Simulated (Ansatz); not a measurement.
Reaction (SMILES): P (PH3) → [PH2] (PH2) + H atom
B3LYP-D3(BJ)/def2-TZVP geometries, fixed; electronic energies without zero-point terms.

Basis-set convergence of the bond dissociation energy at r2SCAN with Ansatz (a first-principles code). All functions are spherical. The program fits the integrals of some runs and decomposes those of others, by size. Open shells are unrestricted. No added dispersion term, no relativity. Functions are those of the species that has most. Reference: the value in pcseg-4, 84.47 kcal/mol. Deviations are taken from unrounded values.

| basis | functions | bond dissociation energy (kcal/mol) | minus reference (kcal/mol) |
|---|---|---|---|
| pcseg-0 | 19 | 77.85 | -6.62 |
| pcseg-1 | 33 | 84.07 | -0.41 |
| aug-pcseg-1 | 54 | 83.86 | -0.61 |
| pcseg-2 | 76 | 84.68 | 0.21 |
| aug-pcseg-2 | 119 | 84.39 | -0.08 |
| pcseg-3 | 163 | 84.54 | 0.07 |
| aug-pcseg-3 | 236 | 84.47 | -0.01 |
| pcseg-4 | 288 | 84.47 | 0.00 |

The smallest set listed that lies within 2 kcal/mol of the reference with all its larger relatives (same family, alike in diffuse functions; a set with none counts only in the reference's own line) is pcseg-1 (33 functions, -0.41 kcal/mol off).
